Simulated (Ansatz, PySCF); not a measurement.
Gas-phase reaction in SMILES: Cl[Si](Cl)Cl -> Cl[Si](Cl)Cl as singlet, charge +1 + e-
Geometries: B3LYP-D3(BJ)/def2-TZVP minima from Ansatz (an electronic-structure program). Frequencies are from Ansatz or PySCF.

Wanted: adiabatic ionisation energy (0 K, with B3LYP-D3(BJ) harmonic zero-point energies), in eV. Correlated levels leave the core frozen unless marked. UHF or UKS for open shells. Spin-orbit coupling is left out. No relativistic terms. Basis-set limits of correlation are two-point, X^-3; Hartree-Fock from the larger set. [CCSD(T)-MP2]/basis is that difference in the basis named.

```tsv
level	program	adiabatic ionisation energy (eV)
HF/STO-3G	Ansatz	7.55
BLYP-D4/def2-TZVPD	Ansatz + dftd4	7.81
RI-MP2/cc-pV(Q+d)Z	Ansatz	7.74
RI-MP2/CBS(cc-pV(T+d)Z,cc-pV(Q+d)Z)	Ansatz	7.79
CCSD(T)/STO-3G	Ansatz	6.80
CCSD(T)/6-31G	Ansatz	9.10
RI-MP2/CBS(cc-pV(T+d)Z,cc-pV(Q+d)Z)+[CCSD(T)-MP2]/cc-pV(T+d)Z	Ansatz	7.84
```
